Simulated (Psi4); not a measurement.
# NH+ (SMILES [NH+]): UCCSD(T)/def2-TZVPD (DKH2)

What is the energy change on altering one bond length of NH+ at UCCSD(T)/def2-TZVPD (DKH2)? 

The calculation is run with Psi4 1.11.

4 further runs of the same task are left out: 2 that didn't finish, 2 set aside as unsound or not needed.

### 1 The structure to begin with

NH+ has 2 atoms, charge +1, and is taken as a doublet. SMILES: `[NH+]`. The coordinates come from a GFN2-xTB relaxation.

Bond lengths: N1–H2 1.093 Å.

### 2 A single-point energy at UCCSD(T)/def2-TZVPD (DKH2)

File calc.py:

```python
import psi4

psi4.set_memory('1600 MB')
psi4.set_num_threads(1)
psi4.core.set_output_file('psi4.out', False)

molecule = psi4.geometry("""
1 2
N      0.000000     0.000000     0.000000
H      0.000000     0.000000     1.092650
units angstrom
""")

psi4.set_options({
    'basis': 'def2-TZVPD',
    'reference': 'uhf',
    'scf_type': 'pk',
    'freeze_core': True,
    'relativistic': 'dkh',
    'dkh_order': 2,
})

E = psi4.energy('ccsd(t)', molecule=molecule)
print(f'ccsd(t) energy: {E:.10f} Eh')
for k, v in sorted(psi4.core.scalar_variables().items()):
    print(f'{k:45s} {v:18.10f}')
```

Command:

```
python calc.py
```

psi4.out:

```text
[...]
  Running in c2v symmetry.
[...]
  Nuclear repulsion =    3.390143664201712
[...]
  Multiplicity = 2
[...]
  Nalpha       = 4
  Nbeta        = 3
[...]
    Number of basis functions: 46
[...]
   @UHF iter   1:   -54.45487549856324   -3.78137e-01   1.36164e-02 DIIS/ADIIS
[...]
   @UHF iter  11:   -54.53774462124017   -3.83693e-13   4.32578e-09 DIIS
[...]
   @S^2 Observed:                7.571831703E-01
[...]
    Orbital Energies [Eh]
    ---------------------
    Alpha Occupied:
       1A1   -16.214842     2A1    -1.571710     3A1    -1.035740
       1B2    -1.034647
    Alpha Virtual:
       1B1    -0.405760     4A1    -0.156553     5A1    -0.055869
       2B2    -0.027147     2B1    -0.012675     6A1     0.065339
       7A1     0.102100     1A2     0.126301     8A1     0.126978
       3B2     0.140971     3B1     0.146783     4B2     0.334257
       4B1     0.363461     9A1     0.371556    10A1     0.412425
      11A1     0.566052     5B2     1.019935     5B1     1.036401
      12A1     1.048345     2A2     1.048467    13A1     1.154734
[...]
  @UHF Final Energy:   -54.53774462124017
   => Energetics <=
    Nuclear Repulsion Energy =              3.3901436642017124
    One-Electron Energy =                 -77.3958317031870706
    Two-Electron Energy =                  19.4679434177451895
    Total Energy =                        -54.5377446212401651
  UHF NO Occupations:
  HONO-2 :    2 A1 1.9992949
  HONO-1 :    3 A1 1.9971105
[...]
 Multipole Moments:
 ------------------------------------------------------------------------------------
     Multipole            Electronic (a.u.)      Nuclear  (a.u.)        Total (a.u.)
 ------------------------------------------------------------------------------------
 L = 1.  Multiply by 2.5417464519 to convert [e a0] to [Debye]
 Dipole X            :          0.0000000            0.0000000            0.0000000
 Dipole Y            :          0.0000000            0.0000000            0.0000000
 Dipole Z            :         -0.1057423            0.9557663            0.8500240
 Magnitude           :                                                    0.8500240
[...]
      * MP2 total energy                      =  -54.646708396449554
[...]
      * CCSD total energy                     =  -54.673374903200227
[...]
      * CCSD(T) total energy                     =  -54.676345505620553
```

Run time: 3.9 s. Hardware: 1 thread of AMD EPYC 9R45 (Zen 5), shared host; peak memory 0.2 GiB.

### 3 The distorted shape, same level

File hn.in:

```
memory 1.6 GB

molecule molecule1 {
  1 2
  N      0.000000     0.000000    -0.764850
  H      0.000000     0.000000     1.092650
  units angstrom
}

set {
  basis def2-TZVPD
  reference uhf
  scf_type pk
  freeze_core true
  relativistic dkh
  dkh_order 2
}

energy("ccsd(t)")
```

Command:

```
psi4 -n 1 hn.in hn.out
```

hn.out:

```text
[...]
  Running in c2v symmetry.
[...]
  Nuclear repulsion =    1.994207523386272
[...]
  Multiplicity = 2
[...]
  Nalpha       = 4
  Nbeta        = 3
[...]
    Number of basis functions: 46
[...]
   @UHF iter   1:   -54.34064783355312   -5.17233e-01   1.26161e-02 ADIIS/DIIS
[...]
   @UHF iter  14:   -54.41559337654930   -7.81597e-14   6.27094e-09 DIIS
[...]
   @S^2 Observed:                7.864639141E-01
[...]
    Orbital Energies [Eh]
    ---------------------
    Alpha Occupied:
       1A1   -16.143622     2A1    -1.417668     1B2    -0.953705
       3A1    -0.822857
    Alpha Virtual:
       4A1    -0.338179     1B1    -0.333714     5A1    -0.065442
       2B2    -0.035440     2B1    -0.026800     6A1     0.023517
       7A1     0.106054     1A2     0.155146     8A1     0.155414
       3B2     0.181178     3B1     0.194441     4B2     0.269637
       9A1     0.294396     4B1     0.298878    10A1     0.394273
      11A1     0.522663    12A1     1.058979     2A2     1.110262
      13A1     1.112709     5B2     1.146046     5B1     1.162130
[...]
  @UHF Final Energy:   -54.41559337654930
   => Energetics <=
    Nuclear Repulsion Energy =              1.9942075233862717
    One-Electron Energy =                 -75.2398041076330202
    Two-Electron Energy =                  18.8300032076974588
    Total Energy =                        -54.4155933765492961
  UHF NO Occupations:
  HONO-2 :    2 A1 1.9977141
  HONO-1 :    3 A1 1.9839235
[...]
 Multipole Moments:
 ------------------------------------------------------------------------------------
     Multipole            Electronic (a.u.)      Nuclear  (a.u.)        Total (a.u.)
 ------------------------------------------------------------------------------------
 L = 1.  Multiply by 2.5417464519 to convert [e a0] to [Debye]
 Dipole X            :          0.0000000            0.0000000            0.0000000
 Dipole Y            :          0.0000000            0.0000000            0.0000000
 Dipole Z            :          0.0743261            1.6247984            1.6991245
 Magnitude           :                                                    1.6991245
[...]
      * MP2 total energy                      =  -54.537812654776907
[...]
      * CCSD total energy                     =  -54.575840657886815
[...]
      * CCSD(T) total energy                     =  -54.581749815811961
[...]
```

Run time: 5.1 s. Hardware: 1 thread of AMD EPYC 9R45 (Zen 5), shared host; peak memory 0.2 GiB.

### 4 Summary of results

Level: UCCSD(T)/def2-TZVPD (DKH2), 1 core orbital frozen.

| quantity | value |
| --- | --- |
| first shape: total energy | -54.67635 Eh |
| first shape: HOMO energy (Hartree–Fock orbitals) (highest over α and β) | -27.06 eV |
| first shape: LUMO energy (Hartree–Fock orbitals) (lowest over α and β) | -11.04 eV |
| first shape: correlation energy (1 core orbital frozen) | -138.6 mEh |
| first shape: (T) correction | -2.97 mEh |
| first shape: ⟨S²⟩ of the reference determinant | 0.757 |
| first shape: T1 diagnostic | 0.013 |
| distorted shape: total energy | -54.58175 Eh |
| distorted shape: HOMO energy (Hartree–Fock orbitals) (highest over α and β) | -22.39 eV |
| distorted shape: LUMO energy (Hartree–Fock orbitals) (lowest over α and β) | -9.20 eV |
| distorted shape: correlation energy (1 core orbital frozen) | -166.2 mEh |
| distorted shape: (T) correction | -5.91 mEh |
| distorted shape: ⟨S²⟩ of the reference determinant | 0.786 |
| distorted shape: T1 diagnostic | 0.095 |
| energy change with the N1–H2 bond stretched from 1.093 to 1.857 Å | 2.574 eV |

What this shows: With the N1–H2 bond stretched from 1.093 to 1.857 Å the energy rises by 2.57 eV (59 kcal/mol). The first shape isn't relaxed at this level, so the change isn't measured from a minimum. The triples (first shape) make up 2.1 % of the correlation energy. The T1 diagnostic (distorted shape) of 0.095 is above the customary mark for such species, so a single reference may not serve. The triples (distorted shape) make up 3.6 % of the correlation energy.
